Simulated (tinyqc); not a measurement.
Worked calculation: G0W0 on RHF in the sto-3g basis, for HF, spin multiplicity 1. One step of it, computed by the program tinyqc.

Question. Orthogonalisation. S = U s U^T; symmetric (Loewdin) form X = U s^(-1/2) U^T, so that X^T S X = 1.

overlap S, lower triangle:
```
           1F 1s     1F 2s    1F 2px    1F 2py    1F 2pz     2H 1s
1F 1s   1.000000
1F 2s   0.237990  1.000000
1F 2px  0.000000  0.000000  1.000000
1F 2py  0.000000  0.000000  0.000000  1.000000
1F 2pz  0.000000  0.000000  0.000000  0.000000  1.000000
2H 1s   0.053369  0.470621  0.000000  0.000000  0.360041  1.000000
```

Give: eigenvalues of S; X.

Answer.

eigenvalues of S: 0.3907  0.8459  1.0000  1.0000  1.1219  1.6414

X, lower triangle:
```
          1F 1s    1F 2s  1F 2px  1F 2py   1F 2pz   2H 1s
1F 1s    1.0234
1F 2s   -0.1344   1.1406
1F 2px   0.0000   0.0000  1.0000
1F 2py   0.0000   0.0000  0.0000  1.0000
1F 2pz  -0.0082   0.0887  0.0000  0.0000   1.0665
2H 1s    0.0237  -0.3136  0.0000  0.0000  -0.2358  1.1812
```
